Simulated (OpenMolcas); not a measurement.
# Worked example: vertical ionisation energy of C5H8O (SMILES CC(=O)C1CC1)

The species is C5H8O (14 atoms), meant as a singlet with charge 0. SMILES: `CC(=O)C1CC1`. The coordinates come from a GFN2-xTB relaxation. This is one conformer, not always the lowest.

Both states at this one shape; open shells run unrestricted unless said. 1 Eh = 27.2114 eV.

```tsv
level	program	singlet C5H8O (Eh)	doublet C5H8O+ (Eh)	HOMO of the first (eV)
O3LYP/ANO-RCC-MB (DKH2)	OpenMolcas	-270.289236	-269.879575	-7.53
O3LYP/ANO-RCC-VDZP (DKH2)	OpenMolcas	-270.671705	-270.336273	-6.22
```

Q: Work out the vertical ionisation energy at each level.

A: 
1. O3LYP/ANO-RCC-MB (DKH2): -269.879575 − (-270.289236) = 0.409661 Eh = 11.15 eV; −ε(HOMO) = 7.53 eV.
2. O3LYP/ANO-RCC-VDZP (DKH2): -270.336273 − (-270.671705) = 0.335432 Eh = 9.13 eV; −ε(HOMO) = 6.22 eV.

No measured value is set beside it here; the levels span 9.13 to 11.15 eV. Minimal sets are far from the basis-set limit.
